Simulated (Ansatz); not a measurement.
Geometry optimisation, RKS CAM-B3LYP/def2-SVP in Ansatz.

Input:

```yaml
crystal:
  periodic: [false, false, false]
  atoms:
    - { symbol: Si, position_ang: [-1.025414, 0.642915, -1.547997] }
    - { symbol: H, position_ang: [0.184214, -0.140842, -1.690091] }
    - { symbol: H, position_ang: [-1.794217, 0.546166, -2.820577] }
    - { symbol: H, position_ang: [-1.852981, 0.090689, -0.444919] }
    - { symbol: H, position_ang: [-0.684241, 2.064551, -1.293846] }
    - { symbol: H, position_ang: [1.29212, 0.038082, -0.126424] }
    - { symbol: O, position_ang: [1.013957, 0.385601, 0.731566] }
    - { symbol: C, position_ang: [0.773701, -0.690154, 1.601499] }
    - { symbol: H, position_ang: [0.038167, -1.411241, 1.198358] }
    - { symbol: H, position_ang: [1.694855, -1.244513, 1.858722] }
    - { symbol: H, position_ang: [0.359741, -0.281353, 2.533809] }
basis:
  gaussian: { orbitals: def2-SVP }
hamiltonian:
  xc: cam_b3lyp
relax:
  f_tol: 0.03
  max_steps: 50
output:
  orbitals: {}
```

Launched with:

```bash
$ ansatz run input.yaml --threads 2 --pin off --max-ram 3072MiB --backend cpu --events-out ev --progress --plain --runs-dir out
```

Where does it end, and by what steps?

The forces met the threshold. The force dipped under the threshold on the way, but the program's further checks kept it going. After 16 steps the energy has fallen by 0.058 eV; H11 moved furthest, 0.56 Å.

| step | energy less start (eV) | largest force component (eV/Å) | accepted |
| --- | --- | --- | --- |
| 0 | 0.0000 | 0.700 | yes |
| 1 | -0.0279 | 0.204 | yes |
| 2 | 0.0269 | 1.083 | no |
| 3 | -0.0347 | 0.244 | yes |
| 4 | -0.0425 | 0.106 | yes |
| 5 | -0.0454 | 0.175 | yes |
| 6 | -0.0471 | 0.222 | yes |
| 7 | -0.0513 | 0.115 | yes |
| 8 | -0.0536 | 0.013 | yes |
| 9 | -0.0535 | 0.226 | no |
| 10 | -0.0555 | 0.056 | yes |
| 11 | -0.0555 | 0.126 | yes |
| 12 | -0.0567 | 0.056 | yes |
| 13 | -0.0571 | 0.028 | yes |
| 14 | -0.0573 | 0.025 | yes |
| 15 | -0.0574 | 0.041 | yes |
| 16 | -0.0576 | 0.015 | yes |

```xyz
11
Properties=species:S:1:pos:R:3
Si -1.061 0.651 -1.527
H 0.012 -0.246 -2.036
H -2.078 0.790 -2.611
H -1.729 0.045 -0.347
H -0.524 1.998 -1.215
H 1.737 -0.063 0.021
O 1.028 0.277 0.579
C 0.729 -0.674 1.569
H 0.376 -1.635 1.149
H 1.590 -0.880 2.232
H -0.081 -0.264 2.189
```

Whether the end is a true minimum wasn't checked by a vibrational analysis.

Time of the run: 23 s on 2 threads of Intel(R) Xeon(R) Platinum 8488C (Sapphire Rapids), on a shared host, peak memory 0.19 GiB.
